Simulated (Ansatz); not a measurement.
# CHBSi+ (doublet): from Hartree-Fock to the top rungs, cc-pVDZ

How much of the correlation energy of CHBSi+ (doublet) does each wave-function method recover here?

Program: Ansatz 0.2.0, Gaussian basis. Level of theory: cc-pVDZ, core rule «outside noble gas», up to 7 orbitals frozen. These are calculated values, not measurements.

To be run: UHF; CCSD(T) on ROHF; CCSD(T) on UHF; BCCD(T) on ROHF; CISD as a restricted active space (open shells left free, so some higher excitations enter); CCSDT(Q) on ROHF; CCSDT(Q) on UHF; CASSCF and MRCISD+Q, 9 electrons in 9 orbitals; CASSCF and NEVPT2, 9 electrons in 9 orbitals.

13 further runs of the same task are left out: 4 that didn't finish, 9 set aside as unsound or not needed. Runs told in other sessions of the task aren't counted.

## (1) The geometry

The geometry is a PBE0/def2-TZVP stationary point (not a proven minimum) of the parent state, kept for this charge and spin.

4 atoms, charge 1, spin multiplicity 2.

Atoms are counted from 1 here; the program's logs count them from 0.

Bond lengths: B1–C2 1.363 Å, B1–H4 1.175 Å, C2–Si3 1.675 Å. Angles: C2–B1–H4 180.0°, B1–C2–Si3 180.0°.

Coordinates:

```xyz
4

B     0.00000    0.00000    0.80650
C     0.00000    0.00000   -0.55610
Si    0.00000    0.00000   -2.23140
H     0.00000    0.00000    1.98100
```

## (2) UHF

The input, in.yaml:

```yaml
crystal:
  periodic: [false, false, false]
  atoms:
    - {symbol: B, position_ang: [0.000000, 0.000000, 0.806500]}
    - {symbol: C, position_ang: [0.000000, 0.000000, -0.556100]}
    - {symbol: Si, position_ang: [0.000000, 0.000000, -2.231400]}
    - {symbol: H, position_ang: [0.000000, 0.000000, 1.981000]}
basis:
  gaussian: {orbitals: cc-pVDZ}
total_charge: 1
magnetization: {spin_polarized: true, initial_magnetization: 1}
hamiltonian: {xc: hf}
output: {orbitals: {seedname: orbitals}}
```

The run is started by

```console
> ansatz run in.yaml --threads 1 --pin off --events-out ev --progress --plain --max-ram 2393MiB
```

After this run come: CCSD(T) on ROHF; CCSD(T) on UHF; BCCD(T) on ROHF; CISD as a restricted active space (open shells left free, so some higher excitations enter); CCSDT(Q) on ROHF; CCSDT(Q) on UHF; CASSCF and MRCISD+Q, 9 electrons in 9 orbitals; CASSCF and NEVPT2, 9 electrons in 9 orbitals.

**Question.** What will the summary of the whole plan be? Wanted: UCCSDT(Q) from the RHF energy; RMP2 from UCCSDT(Q); UMP2 from UCCSDT(Q); RCCSD from UCCSDT(Q); RCCSD(T) from UCCSDT(Q); UCCSD(T) from UCCSDT(Q); RCCSDT(Q) from UCCSDT(Q); T1 diagnostic.

The runs gave:

| quantity | value |
| --- | --- |
| UCCSDT(Q) from the ROHF energy | -7.2785 eV |
| RMP2 from UCCSDT(Q) | +30.77 kcal/mol |
| UMP2 from UCCSDT(Q) | +30.93 kcal/mol |
| RCCSD from UCCSDT(Q) | +7.73 kcal/mol |
| RCCSD(T) from UCCSDT(Q) | +1.43 kcal/mol |
| UCCSD(T) from UCCSDT(Q) | +1.43 kcal/mol |
| RCCSDT(Q) from UCCSDT(Q) | +0.03 kcal/mol |
| levels within 1 kcal/mol (43 meV) | RCCSDT, UCCSDT, RCCSDT(Q) |
| T1 diagnostic | 0.018 |

**Reading.** RCCSD(T) lands +1.43 kcal/mol from the yardstick (0.8 % of the correlation energy). These misses are within one basis, not against nature; the frozen cores of restricted and unrestricted runs differ, which can shift their rows.

With open shells the CI space here admits some higher excitations, so it is larger than plain CISD.
